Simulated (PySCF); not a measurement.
# C₄H₁₂Si: electronic excitations at several levels of theory, part 2 of 2

PySCF 2.14.0. Atoms count from 0.

### Step 7. TDDFT and polarisability: PBE0/def2-TZVP

The job: settings as JSON, then the geometry in Å.

```
{"job": {"kind": "uv", "xc": "PBE0", "basis": "def2-TZVP"}, "charge": 0, "multiplicity": 1}
C     -0.180747    -1.240545    -1.408462
Si    -0.000825    -0.000311    -0.001219
C     -0.055992     1.749749    -0.697328
C     -1.411319    -0.230306     1.227111
C      1.644849    -0.274957     0.874134
H     -1.135152    -1.100735    -1.940972
H     -0.154322    -2.276003    -1.032940
H      0.632833    -1.128822    -2.142990
H      0.039853     2.499992     0.103833
H     -1.006359     1.938552    -1.221935
H      0.762667     1.918529    -1.415138
H     -2.389019    -0.072259     0.744333
H     -1.407420    -1.246206     1.653513
H     -1.329650     0.484519     2.061621
H      1.708835    -1.292103     1.292664
H      2.490715    -0.143315     0.180476
H      1.777044     0.438270     1.703477
```

Method: TDDFT PBE0/def2-TZVP, vertical, gas phase, core orbitals frozen in the response.

Standard output:

```text
coarse grid: 13408 points
cycle   1  E = -448.8563694476  dE = -2.495e-02  |g| = 5.883e-01  |ddm| = 2.701e+00
cycle   2  E = -448.8356778286  dE =  2.069e-02  |g| = 6.480e-01  |ddm| = 9.479e-01
cycle   3  E = -448.9440908664  dE = -1.084e-01  |g| = 2.063e-02  |ddm| = 5.374e-01
cycle   4  E = -448.9441596641  dE = -6.880e-05  |g| = 1.380e-02  |ddm| = 3.373e-02
cycle   5  E = -448.9442086973  dE = -4.903e-05  |g| = 5.724e-04  |ddm| = 1.310e-02
cycle   6  E = -448.9442087981  dE = -1.008e-07  |g| = 1.701e-04  |ddm| = 6.845e-04
final grid: 121224 points
cycle   7  E = -448.9319663388  dE = -5.667e-05  |g| = 8.413e-03  |ddm| = 4.987e-02
cycle   8  E = -448.9319624157  dE =  3.923e-06  |g| = 9.325e-03  |ddm| = 1.266e-02
cycle   9  E = -448.9319835698  dE = -2.115e-05  |g| = 2.187e-04  |ddm| = 6.403e-03
cycle  10  E = -448.9319835780  dE = -8.176e-09  |g| = 1.597e-04  |ddm| = 4.357e-04
cycle  11  E = -448.9319835855  dE = -7.460e-09  |g| = 1.239e-05  |ddm| = 1.493e-04
cycle  12  E = -448.9319835855  dE = -2.285e-11  |g| = 2.975e-06  |ddm| = 1.138e-05
converged SCF energy = -448.9319835855

Static polarisability (au): isotropic 75.497, principal 75.480 75.493 75.518

Singlet excitations
state   eV       nm        f      main configurations
  1   7.9966    155.0   0.07037   H->L 0.98
  2   7.9974    155.0   0.07099   H-1->L 0.98
  3   7.9990    155.0   0.07149   H-2->L 0.98
  4   9.1329    135.8   0.00000   H-1->L+1 0.49, H->L+2 0.43
  5   9.1345    135.7   0.00000   H-2->L+1 0.50, H->L+3 0.43
  6   9.1360    135.7   0.00002   H-1->L+3 0.47, H-2->L+2 0.46
  7   9.1378    135.7   0.00037   H->L+1 0.36, H-1->L+2 0.33, H-2->L+3 0.28
  8   9.1572    135.4   0.00453   H->L+2 0.33, H-1->L+1 0.31, H-1->L+2 0.11
  9   9.1577    135.4   0.00310   H->L+3 0.38, H-2->L+1 0.31, H-1->L+2 0.14
 10   9.1600    135.4   0.07255   H->L+1 0.40, H-1->L+2 0.20, H-2->L+1 0.11

Triplet excitations (Tamm-Dancoff, eV): 7.7906 7.7909 7.7917 8.6245
```

It took 38 s on 1 thread, shared host.

In short: HOMO -8.30 eV, LUMO 0.85 eV; lowest singlet 8.00 eV.

### Step 8. Ultraviolet spectrum: PBE0/aug-cc-pVDZ

Same as in step 7 but for these lines:

```diff
@@ -1,2 +1,2 @@
-{"job": {"kind": "uv", "xc": "PBE0", "basis": "def2-TZVP"}, "charge": 0, "multiplicity": 1}
+{"job": {"kind": "uv", "xc": "PBE0", "basis": "aug-cc-pVDZ"}, "charge": 0, "multiplicity": 1}
 C     -0.180747    -1.240545    -1.408462
```

With the program's defaults for keys left out, this is: TDDFT PBE0/aug-cc-pVDZ, vertical, gas phase, core orbitals frozen in the response.

Standard output:

```text
coarse grid: 13408 points
cycle   1  E = -448.7789423490  dE =  2.196e-02  |g| = 5.592e-01  |ddm| = 8.939e+00
cycle   2  E = -448.7605986497  dE =  1.834e-02  |g| = 6.096e-01  |ddm| = 2.257e+00
cycle   3  E = -448.8622080491  dE = -1.016e-01  |g| = 2.015e-02  |ddm| = 1.170e+00
cycle   4  E = -448.8623067010  dE = -9.865e-05  |g| = 1.129e-02  |ddm| = 7.890e-02
cycle   5  E = -448.8623460659  dE = -3.936e-05  |g| = 3.648e-04  |ddm| = 3.420e-02
cycle   6  E = -448.8623461106  dE = -4.471e-08  |g| = 5.336e-05  |ddm| = 1.829e-03
final grid: 121224 points
cycle   7  E = -448.8722070281  dE = -2.531e-05  |g| = 8.546e-03  |ddm| = 1.897e-01
cycle   8  E = -448.8722025517  dE =  4.476e-06  |g| = 9.567e-03  |ddm| = 3.933e-02
cycle   9  E = -448.8722266287  dE = -2.408e-05  |g| = 1.990e-04  |ddm| = 1.858e-02
cycle  10  E = -448.8722266382  dE = -9.465e-09  |g| = 1.075e-04  |ddm| = 9.208e-04
cycle  11  E = -448.8722266419  dE = -3.673e-09  |g| = 6.902e-06  |ddm| = 3.249e-04
cycle  12  E = -448.8722266419  dE = -1.353e-11  |g| = 2.011e-06  |ddm| = 2.456e-05
converged SCF energy = -448.8722266419

Static polarisability (au): isotropic 79.321, principal 79.300 79.318 79.346

Singlet excitations
state   eV       nm        f      main configurations
  1   7.1377    173.7   0.06882   H->L 0.96
  2   7.1384    173.7   0.06919   H-1->L 0.96
  3   7.1400    173.6   0.06950   H-2->L 0.96
  4   7.8825    157.3   0.00492   H->L+2 0.39, H->L+1 0.18, H-1->L+3 0.14
  5   7.8830    157.3   0.00490   H-1->L+1 0.33, H-2->L+3 0.21, H->L+3 0.15
  6   7.8838    157.3   0.00488   H-2->L+2 0.42, H-1->L+3 0.19, H->L+1 0.14
  7   7.9103    156.7   0.00000   H-1->L+2 0.49, H-2->L+3 0.16, H->L+2 0.09
  8   7.9104    156.7   0.00000   H-2->L+1 0.36, H->L+3 0.29, H-1->L+3 0.14
  9   7.9220    156.5   0.00000   H->L+1 0.23, H-1->L+3 0.17, H-2->L+3 0.14
 10   7.9248    156.5   0.00000   H-1->L+1 0.38, H->L+3 0.23, H->L+2 0.22

Triplet excitations (Tamm-Dancoff, eV): 7.0250 7.0255 7.0268 7.6547
```

It took 34 s on 1 thread, shared host.

In short: HOMO -8.29 eV, LUMO -0.21 eV; lowest singlet 7.14 eV.

### Step 9. Ultraviolet spectrum: PBE0/def2-TZVPD

Same as in step 8 but for these lines:

```diff
@@ -1,2 +1,2 @@
-{"job": {"kind": "uv", "xc": "PBE0", "basis": "aug-cc-pVDZ"}, "charge": 0, "multiplicity": 1}
+{"job": {"kind": "uv", "xc": "PBE0", "basis": "def2-TZVPD"}, "charge": 0, "multiplicity": 1}
 C     -0.180747    -1.240545    -1.408462
```

Method: TDDFT PBE0/def2-TZVPD, vertical, gas phase, core orbitals frozen in the response.

Standard output:

```text
coarse grid: 13408 points
cycle   1  E = -448.8570375654  dE = -2.464e-02  |g| = 5.882e-01  |ddm| = 3.737e+00
cycle   2  E = -448.8355454206  dE =  2.149e-02  |g| = 6.497e-01  |ddm| = 1.826e+00
cycle   3  E = -448.9447025751  dE = -1.092e-01  |g| = 2.181e-02  |ddm| = 1.053e+00
cycle   4  E = -448.9447817587  dE = -7.918e-05  |g| = 1.442e-02  |ddm| = 4.674e-02
cycle   5  E = -448.9448356278  dE = -5.387e-05  |g| = 5.645e-04  |ddm| = 2.146e-02
cycle   6  E = -448.9448357262  dE = -9.840e-08  |g| = 1.692e-04  |ddm| = 1.580e-03
final grid: 121224 points
cycle   7  E = -448.9326270809  dE = -6.173e-05  |g| = 8.422e-03  |ddm| = 2.534e-01
cycle   8  E = -448.9326230966  dE =  3.984e-06  |g| = 9.353e-03  |ddm| = 2.333e-02
cycle   9  E = -448.9326443868  dE = -2.129e-05  |g| = 2.255e-04  |ddm| = 1.131e-02
cycle  10  E = -448.9326443954  dE = -8.620e-09  |g| = 1.667e-04  |ddm| = 8.094e-04
cycle  11  E = -448.9326444035  dE = -8.139e-09  |g| = 1.267e-05  |ddm| = 2.501e-04
cycle  12  E = -448.9326444035  dE = -2.206e-11  |g| = 2.926e-06  |ddm| = 2.903e-05
converged SCF energy = -448.9326444035

Static polarisability (au): isotropic 78.718, principal 78.698 78.715 78.742

Singlet excitations
state   eV       nm        f      main configurations
  1   7.4109    167.3   0.07334   H->L 0.97
  2   7.4116    167.3   0.07381   H-1->L 0.97
  3   7.4132    167.2   0.07419   H-2->L 0.97
  4   8.2521    150.2   0.01882   H->L+3 0.49, H-1->L+2 0.19
  5   8.2526    150.2   0.01876   H-2->L+2 0.26, H-1->L+1 0.25, H->L+2 0.17
  6   8.2534    150.2   0.01868   H-2->L+1 0.44, H-1->L+2 0.21, H-2->L+3 0.14
  7   8.2936    149.5   0.00000   H->L+3 0.30, H-2->L+1 0.29, H-1->L+2 0.29
  8   8.3090    149.2   0.00000   H->L+1 0.29, H-1->L+1 0.15, H-1->L+3 0.14
  9   8.3091    149.2   0.00000   H->L+2 0.29, H-1->L+3 0.18, H-2->L+3 0.14
 10   8.3223    149.0   0.00000   H-1->L+3 0.48, H->L+2 0.39

Triplet excitations (Tamm-Dancoff, eV): 7.2641 7.2645 7.2657 7.9421
```

Run time: 59 s. Hardware: 1 thread, shared host.

This run: HOMO -8.31 eV, LUMO 0.16 eV; lowest singlet 7.41 eV.

### Step 10. Ultraviolet spectrum: PBE0/6-31+G*

Same as in step 9 but for these lines:

```diff
@@ -1,2 +1,2 @@
-{"job": {"kind": "uv", "xc": "PBE0", "basis": "def2-TZVPD"}, "charge": 0, "multiplicity": 1}
+{"job": {"kind": "uv", "xc": "PBE0", "basis": "6-31+G*"}, "charge": 0, "multiplicity": 1}
 C     -0.180747    -1.240545    -1.408462
```

With the program's defaults for keys left out, this is: TDDFT PBE0/6-31+G*, vertical, gas phase, core orbitals frozen in the response.

Standard output:

```text
coarse grid: 13408 points
cycle   1  E = -448.8104393025  dE =  2.193e-03  |g| = 5.684e-01  |ddm| = 3.338e+00
cycle   2  E = -448.7929238991  dE =  1.752e-02  |g| = 6.139e-01  |ddm| = 1.027e+00
cycle   3  E = -448.8963230470  dE = -1.034e-01  |g| = 1.519e-02  |ddm| = 5.432e-01
cycle   4  E = -448.8963815417  dE = -5.849e-05  |g| = 8.444e-03  |ddm| = 4.107e-02
cycle   5  E = -448.8964036999  dE = -2.216e-05  |g| = 3.730e-04  |ddm| = 1.506e-02
cycle   6  E = -448.8964037419  dE = -4.198e-08  |g| = 5.338e-05  |ddm| = 7.740e-04
final grid: 121224 points
cycle   7  E = -448.8433586882  dE = -2.094e-05  |g| = 8.591e-03  |ddm| = 4.533e-02
cycle   8  E = -448.8433545763  dE =  4.112e-06  |g| = 9.608e-03  |ddm| = 1.547e-02
cycle   9  E = -448.8433788482  dE = -2.427e-05  |g| = 1.938e-04  |ddm| = 7.628e-03
cycle  10  E = -448.8433788571  dE = -8.892e-09  |g| = 8.987e-05  |ddm| = 4.439e-04
cycle  11  E = -448.8433788597  dE = -2.522e-09  |g| = 5.818e-06  |ddm| = 1.737e-04
cycle  12  E = -448.8433788597  dE = -8.981e-12  |g| = 2.492e-06  |ddm| = 1.133e-05
converged SCF energy = -448.8433788597

Static polarisability (au): isotropic 72.501, principal 72.481 72.498 72.525

Singlet excitations
state   eV       nm        f      main configurations
  1   7.2110    171.9   0.07627   H->L 0.97
  2   7.2117    171.9   0.07672   H-1->L 0.97
  3   7.2133    171.9   0.07711   H-2->L 0.97
  4   8.0846    153.4   0.01103   H->L+3 0.38, H-1->L+2 0.18, H-1->L+1 0.18
  5   8.0849    153.4   0.01102   H-2->L+2 0.20, H->L+2 0.18, H->L+3 0.14
  6   8.0855    153.3   0.01095   H-2->L+1 0.47, H-1->L+2 0.17, H->L+3 0.11
  7   8.1104    152.9   0.00000   H-1->L+3 0.27, H-1->L+1 0.23, H-2->L+2 0.16
  8   8.1105    152.9   0.00000   H->L+1 0.27, H-2->L+3 0.21, H->L+2 0.19
  9   8.1237    152.6   0.00000   H-1->L+3 0.47, H->L+2 0.33, H->L+1 0.10
 10   8.1245    152.6   0.00000   H-2->L+3 0.34, H->L+1 0.27, H-2->L+2 0.17

Triplet excitations (Tamm-Dancoff, eV): 7.0899 7.0902 7.0915 7.8292
```

Wall time 14 s (1 thread, shared host).

This run: HOMO -8.28 eV, LUMO -0.08 eV; lowest singlet 7.21 eV.

### Step 11. Comparing the runs: electronic excitations

Excitations and ground-state properties, with basis size and wall time:

```csv
run,lowest singlet (eV),brightest (eV),f,gap (eV),α (Å³),μ (D),functions,time
wB97X-D/def2-SVPD,8.27,8.27,0.093,12.32,11.33,0.00,200,1.7 min
LC-wPBE/def2-SVPD,8.78,8.78,0.110,13.30,11.04,0.00,200,98 s
PBE0/6-31G*,9.20,10.03,0.145,10.47,9.39,0.00,98,12 s
PBE0/def2-SVP,8.54,9.82,0.116,9.74,9.99,0.00,134,18 s
PBE0/def2-TZVP,8.00,9.16,0.073,9.15,11.19,0.00,233,38 s
PBE0/aug-cc-pVDZ,7.14,7.14,0.070,8.08,11.75,0.00,227,34 s
PBE0/def2-TZVPD,7.41,7.41,0.074,8.47,11.66,0.00,299,59 s
PBE0/6-31+G*,7.21,7.21,0.077,8.20,10.74,0.00,118,14 s
```

Measured dipole: 0.00 D (gas; NIST CCCBDB Release 22 (SRD 101), experimental dipoles).

### Step 12. Summary of results

What follows sums up all 2 parts.

| quantity | value |
| --- | --- |
| point group | Td |
| rotational constants (main isotopes) | 3.08, 3.08, 3.08 GHz |
| lowest singlet (wB97X-D/def2-SVPD) | 8.27 eV (150 nm), f = 0.092 |
| brightest single state of those computed | state 3, 8.27 eV, f = 0.093 |
| lowest triplet | 8.11 eV |
| range of the lowest singlet | 7.14 to 9.20 eV |

Single values in the summary come from the first run of each kind that ended normally (wB97X-D/def2-SVPD), which need not be the best level. Relaxing lowered the energy by 0.085 eV in 7 steps; the close pair that moved most is Si1–C4, from 1.909 to 1.884 Å. The first singlet state (HOMO→LUMO 0.78, HOMO−1→LUMO 0.11) lies at 8.27 eV and is bright; of the 10 states computed, the strongest absorption comes from states 1 to 3 together at 8.27 eV. The lowest triplet lies 0.16 eV below the lowest singlet (triplets in Tamm-Dancoff, singlets in full TDDFT). The dipole moment, 0.00 D, compares with 0.00 D measured (one conformer here). The lowest singlet runs from 7.14 eV (PBE0/aug-cc-pVDZ) to 9.20 eV (PBE0/6-31G*), while the orbital gap spans 8.08 to 13.30 eV. The lowest state need not be the same one in every run. The runs solved for a few states only, so the brightest column depends on that window.
